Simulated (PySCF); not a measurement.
**H2O at several levels of theory**

All levels use the PBE0 minimum (singlet; O–H 0.959 Å (×2); H–O–H 105.0°), basis [O def2-TZVP, H def2-TZVP], no relativity, density fitting, no spin–orbit coupling, PySCF. For vertical energies the ionised species is a doublet (spins chosen at PBE0 and kept). Atomisation goes to high-spin ground-configuration atoms, without zero-point energy. Open shells are unrestricted, also as the reference of the correlated levels. A dash marks a value that was not computed or is not defined at that level.

```tsv
level	atomisation (kJ/mol)	vertical IP (eV)	−ε(HOMO) (eV)	gap (eV)	dipole (D)
PBE0	936	12.52	8.89	9.75	2.07
CCSD(T)	919	12.48	–	–	–
HF	640	10.93	13.81	17.29	2.15
PBE	965	12.69	6.98	6.95	2.02
r2SCAN	948	12.49	7.41	8.37	2.06
B3LYP	951	12.71	8.62	9.01	2.07
TPSSh	936	12.45	7.86	8.39	2.04
MP2	935	12.67	–	–	–
LC-wPBE	943	12.72	11.91	14.88	2.11
PBEsol	1011	12.71	6.94	7.06	2.05
```

For H₂O itself CCSD(T) correlates 8 electrons; T1 = 0.007, D1 = 0.012, (T) = -18 kJ/mol.

Task: Which levels differ least and most from CCSD(T) in the atomisation?

Result: Least: MP2 (+16 kJ/mol); most: HF (-279 kJ/mol). CCSD(T) atomisation energies in a triple-zeta basis lie tens of kJ/mol low, so this is no ranking by accuracy.
